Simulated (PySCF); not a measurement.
# Working out the electron affinity of Al

Al⁻ [Ne] 3s2 3p2 (3P) → Al [Ne] 3s2 3p1 (2P). Calculation: PySCF 2.14, in aug-cc-pCVTZ-DK with one added diffuse shell each of s, p, d, f type (9s8p6d4f, 91 functions); the spin-free X2C one-electron Hamiltonian (Gaussian nucleus). Frozen: [Ne]. Energies in hartree (1 hartree = 27.21139 eV):

```tsv
part	Al⁻ (lower)	Al (upper)
UHF	-242.315021	-242.314587
CCSD correlation	-0.064494	-0.051309
(T)	-0.003056	-0.001190
```

Q: What does Hartree-Fock give?

A: (-242.314587) − (-242.315021) = 0.000434 hartree = 0.012 eV.

Q: What do CCSD and CCSD(T) give?

A: The CCSD correlation energies differ by 0.013185 hartree = 0.359 eV and the triples by 0.001866 hartree = 0.051 eV, so CCSD gives 0.371 eV and CCSD(T) 0.422 eV.

A first-order spin-orbit estimate adds -0.003 eV to CCSD(T) (valence), giving 0.419 eV against 0.433 eV (measured; photodetachment measurements, as compiled on the Wikipedia data page of electron affinities).

What remains against the reference includes basis incompleteness, the frozen core and higher excitations.
